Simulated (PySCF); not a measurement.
Values are calculated unless marked as measured or tabulated.
**CH5Si**

CH5Si is a small molecule (built as: C site whose three back bonds go to SiH3, H, H), neutral, doublet. The structure, one conformer, was relaxed in the gas phase by PBE0-D3(BJ)/def2-SVP. No frequency run checks that it is a minimum.

SMILES: [CH2][SiH3]

| atom | x (Å) | y (Å) | z (Å) |
| --- | --- | --- | --- |
| C1 | 0.785 | -0.778 | 0.176 |
| Si2 | -0.513 | 0.512 | -0.096 |
| H3 | 1.850 | -0.532 | 0.254 |
| H4 | 0.557 | -1.848 | 0.227 |
| H5 | -0.662 | 0.841 | -1.552 |
| H6 | -0.150 | 1.776 | 0.615 |
| H7 | -1.840 | 0.030 | 0.399 |

EPR values by unrestricted B3LYP, IGLO-III on C Si, pcH-1 on H.

**Question.** Predict g and the largest hyperfine couplings. Where does the spin sit?

**Answer.** g = 2.0022, 2.0028, 2.0029. The spin sits on C1 (105 %, bonded to 1 Si + 2 H) by Mulliken populations.
```tsv
atom	isotope	isotropic (MHz)	dipolar, principal values (MHz)
C1	13C	77.2	-74.7, -74.4, 149.1
H5	1H	99.2	-3.4, -1.6, 5.0
H4	1H	-58.1	-36.2, -0.9, 37.2
H3	1H	-57.8	-36.1, -1.0, 37.2
Si2	29Si	52.2	-2.4, 0.6, 1.8
H6	1H	28.9	-3.1, -2.5, 5.6
```

**Question.** How do the isotropic couplings move with BHandHLYP?

**Answer.** C1 77.2 to 99.0 MHz, H5 99.2 to 89.3 MHz, H4 -58.1 to -67.4 MHz, H3 -57.8 to -67.0 MHz.
